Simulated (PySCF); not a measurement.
A spin–spin coupling run with PySCF 2.14.0 with density-fitted response routines (density fitting, non-relativistic, gas phase) on Borinic Acid (SMILES BO):

```
$ OMP_NUM_THREADS=1 python probes_run.py task.json out

{"job": {"kind": "j", "xc": "KT2", "basis": "pcJ-1"}, "charge": 0, "multiplicity": 1}
B     -0.398140    -0.035936    -0.017482
O      0.849787    -0.536609    -0.024357
H     -1.303570    -0.836307    -0.016498
H     -0.589890     1.163126    -0.012689
H      1.533902     0.140956    -0.025454
```

Hardware: 1 thread of an Arm Neoverse V1, shared host. The job also computes field gradients.

(1) How large is the calculation?

(2) How long does it take, and how much memory does it need?

(3) And these other runs on the same molecule and hardware: spin–spin coupling at B3LYP/aug-cc-pVTZ-J; spin–spin coupling at B3LYP/def2-TZVP; spin–spin coupling at B3LYP/pcJ-0; spin–spin coupling at B3LYP/pcJ-2; spin–spin coupling at B97-2/pcJ-1; spin–spin coupling at BHandHLYP/pcJ-1?

Answers

(1) 16 electrons, 84 basis functions and 304 auxiliary functions.

(2) 2.2 s of wall time, with 13 SCF cycles; peak memory 0.27 GiB. Times on a shared host scatter by some tens of per cent.

(3) B3LYP/aug-cc-pVTZ-J: 152 functions, 3.6 s; B3LYP/def2-TZVP: 80 functions, 1.8 s; B3LYP/pcJ-0: 35 functions, 0.91 s; B3LYP/pcJ-2: 174 functions, 4.3 s; B97-2/pcJ-1: 84 functions, 1.7 s; BHandHLYP/pcJ-1: 84 functions, 1.8 s.
